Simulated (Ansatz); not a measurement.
We consider rock-salt HfC, described by PBE-D3(BJ) in Ansatz (plane waves, PAW).

Numerical settings: plane-wave cutoff 520 eV, 24×24×24 k mesh, Fermi–Dirac smearing 0.065 eV (set by the program), scalar-relativistic PAW data made under PBE.

Computed at the level's own relaxed cell.

Question: Give the computed elastic constant C11, elastic constant C12, Poisson ratio and elastic constant C44.

Answer: 
- elastic constant C11: 531 GPa
- elastic constant C12: 99.3 GPa
- Poisson ratio: 0.191
- elastic constant C44: 174 GPa

Measured, for comparison: elastic constant C11 500 GPa, elastic constant C44 180 GPa (temperature not stated, no zero-point or thermal correction; as tabulated in Wu et al. (2005), arXiv:cond-mat/0412374). Computed (rounded) less measured: elastic constant C11 +6 %, elastic constant C44 -3 %. A static lattice is as a rule a little smaller and stiffer than an uncorrected measurement, which narrows the difference in the elastic constant C11 and would widen misses of the other sign.

Note: the dispersion coefficients are held fixed in the derivatives.

Elastic constants are with the ions relaxed.

Spin–orbit coupling is not included.

The computed numbers hold no vibrational or temperature effects.

The result took about 7 core-minutes (a rough figure).

Ansatz is an electronic-structure program.
